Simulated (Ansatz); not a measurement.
Results of rVV10 in Ansatz (PAW) for rutile MnF₂.

Numerical settings: plane-wave cutoff 500 eV, 8×8×12 k mesh (along the axes of the cell as run), Fermi–Dirac smearing 0.05 eV, spin-polarised with opposed moments, scalar-relativistic PAW data made under PBE.

Cell (relaxed at this level):

Space group P4₂/mnm (No. 136); a = b = 4.8974 Å, c = 3.3263 Å, α = β = γ = 90.00°

| atom | site | symmetry | x | y | z |
|---|---|---|---|---|---|
| Mn | 2a | m.mm | 0.0000 | 0.0000 | 0.0000 |
| F | 4f | m.2m | 0.3029 | 0.3029 | 0.0000 |

Problem. Estimate the magnetic moment (largest site, within a sphere) and band gap that the calculation returns.

Solution. 
- magnetic moment (largest site, within a sphere) = 4.12 μB
- band gap = 1.83 eV (on the SCF k mesh)

Measured, for comparison: band gap 9.9 eV (temperature not stated, no zero-point or thermal correction, the source doubts the polymorph; as tabulated in Das and Bazhirov (2019), arXiv:1808.05325). Computed (rounded) less measured: band gap not scored (a reference that its source doubts or gives as a wide range).

Moments are spin moments.

The computed numbers hold no vibrational or temperature effects.

Computing time: about 6 core-minutes (a rough figure).

Ansatz is a quantum-chemistry and plane-wave program.
